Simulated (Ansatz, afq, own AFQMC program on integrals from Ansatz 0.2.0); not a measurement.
AFQMC on a folder of integrals that Ansatz 0.2.0 wrote.

```yaml
crystal:
  periodic: [false, false, false]
  atoms:
    - {symbol: Si, position_ang: [0.000000, -0.047060, 0.551810]}
    - {symbol: B, position_ang: [0.000000, -0.060513, -1.363344]}
    - {symbol: H, position_ang: [0.000000, 1.171072, 1.447364]}
    - {symbol: H, position_ang: [0.000000, 0.789266, -2.200146]}
basis:
  gaussian: {orbitals: cc-pVTZ}
total_charge: 1
magnetization: {spin_polarized: true, initial_magnetization: 4}
correlation: {method: ccsd_t, electrons: outside_noble_gas, hamiltonian_folder: ham}
```

```sh
$ ansatz run in.yaml --threads 1 --pin off --events-out ev --progress --plain --max-ram 16896MiB --backend cuda --devices 0, --max-vram 18GiB
```

afq runs on the folder ham with

```
--method phaseless --trial cisd --walkers 800 --populations 20 --least-time 60 --time-step 0.005 --steps-per-block 50 --equilibration-blocks 28 --max-blocks 4000 --target-error 0.00017 --factor-cut 1e-05 --start spin_pure --seed 2491 --release-times 0.24,0.51,0.99,1.62,2.4 --release-step 0.03 --release-every 3 --taylor-order 6
```

Times are imaginary, in 1/Eh. The walk had a cap of 228 s. With eight or more populations the least sampling time is a fifth of least-time, and the error comes from their spread.

```
orbitals 86  electrons 6 2  factors 532 of 536
reference energy -314.25474471 Eh
CCSD correlation -0.15952887 Eh in 14 cycles, weight of the determinant in the CISD state 0.8658
energy of the start -314.413920 Eh
 block  time / (1/Eh)  mean weight  energy / Eh
     1     0.250  1.0002  -314.413244
     2     0.500  1.0001  -314.414423
     3     0.750  1.0001  -314.415794
     4     1.000  1.0006  -314.417043
     5     1.250  0.9993  -314.417530
     7     1.750  1.0002  -314.418832
     9     2.250  0.9997  -314.419749
    13     3.250  0.9997  -314.421797
    21     5.250  1.0001  -314.423009
    29     7.250  0.9999  -314.423796
    37     9.250  0.9992  -314.423549
    45    11.250  0.9997  -314.422622
    53    13.250  0.9992  -314.423085
    57    14.250  0.9996  -314.424116
    61    15.250  0.9997  -314.422472
    69    17.250  1.0001  -314.422557
    77    19.250  1.0000  -314.423965
    85    21.250  1.0000  -314.422781
    93    23.250  1.0012  -314.421954
   101    25.250  1.0000  -314.421419
   109    27.250  1.0003  -314.421934
   117    29.250  1.0000  -314.424042
   125    31.250  1.0010  -314.422454
   133    33.250  0.9998  -314.423888
   141    35.250  1.0006  -314.423842
   149    37.250  1.0003  -314.423565
   157    39.250  1.0007  -314.421399
   165    41.250  1.0006  -314.422094
error from the spread of 20 populations
released: time / (1/Eh)  energy / Eh  error  mean overlap
  0.24  -314.422954  0.000139  1.0009
  0.51  -314.423209  0.000133  1.0004
  0.99  -314.423456  0.000123  1.0089
  1.62  -314.423942  0.000235  1.0144
  2.40  -314.423625  0.000182  1.0315
energy -314.422858 +/- 0.000164 Eh
(rows thinned)
```

Question: Estimate how long the walk took on 1 × NVIDIA H100 80GB HBM3 with 2 threads of AMD EPYC 7R13 Processor (Zen 3), with other jobs on the host (the card was shared).

Answer: 72 s of wall time.

The run passed its tests (sampling time, drift between the halves within three errors, error under three times the target), which doesn't prove that it has relaxed.

Against this walk (error 4.5 meV) on the same determinant: CCSD(T) 33.7 meV higher, CCSDT(Q) 32.2 meV lower. The error is statistical and leaves out the bias of the constraint. Released to 2.40 1/Eh the energy lies 21 ± 7 meV (both errors) below the phaseless value, which shows part or all of the bias of the constraint, and CCSDT(Q) lies 11.3 meV below the released value. CCSDT(Q) is the surest value here, so the walk's 32 meV above it is most likely the bias of the constraint with this trial, which can have either sign.

Cautions: constraint bias not in the error; another spin lies lower (by 3.67 eV); raised T1 diagnostic (T1 0.045, weight of the determinant 0.87, largest double 0.08); the bias of populations of 40 walkers isn't removed.

CCSDT and higher add their correlation energy to the determinant of the CCSD(T) run, since their own runs factorise the integrals more tightly (a shift of under 2 meV). A walk keeps the symmetry of its determinant, which the program's search chose and which needn't be the lowest solution, so a lower state of the same spin and another symmetry isn't excluded.
